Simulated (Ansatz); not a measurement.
## Relaxing Br

Theory: Ansatz 0.2.0, DFT r2SCAN, scalar-relativistic, plane waves, PAW. Cutoff 500 eV, Γ-centred k mesh, Gaussian smearing, no spin polarisation in the final step.

The start puts Br on the simple hexagonal structure type (P6/mmm, No. 191), at a guessed volume.

```xyz
1
Lattice="3.4138 0.0000 0.0000 -1.7069 2.9565 0.0000 0.0000 0.0000 3.1898" Properties=species:S:1:pos:R:3 pbc="T T T"
Br    0.0000    0.0000    0.0000
```

Cell and atoms relax at zero pressure; the relaxation can't lower the symmetry of the start.

Energies count from the standard state of Br at the same level.

Question: What does it relax into?

Answer: It keeps P6/mmm (No. 191), but not the shape of the type it started on. Conventional cell: a = 3.836 Å, c = 2.562 Å. Around Br lie 2 Br at 2.56 Å.

Space group P6/mmm (No. 191). a = 3.836 Å, b = 3.836 Å, c = 2.562 Å, α = 90.00°, β = 90.00°, γ = 120.00°
```json
{"atom": "Br", "site": "1a", "symmetry": "6/mmm", "x": "0.0000", "y": "0.0000", "z": "0.0000"}
```

Question: What are its volume, energy, density and gap?

Answer: The volume per atom is 32.7 Å³ and the density is 4.1 g/cm³. The energy over the standard structure is 0.12 eV/atom. The gap on the 18×18×18 mesh is 0 eV (a metal).

The final run used a 18×18×18 mesh on its 1-atom cell and 0.10 eV smearing. For metals, differences of a few meV/atom aren't resolved. No dispersion correction is applied, so the spacing between layers, chains or molecules is poorly fixed, and with it the volume and density. A structure relaxed within its symmetry needn't be a true minimum.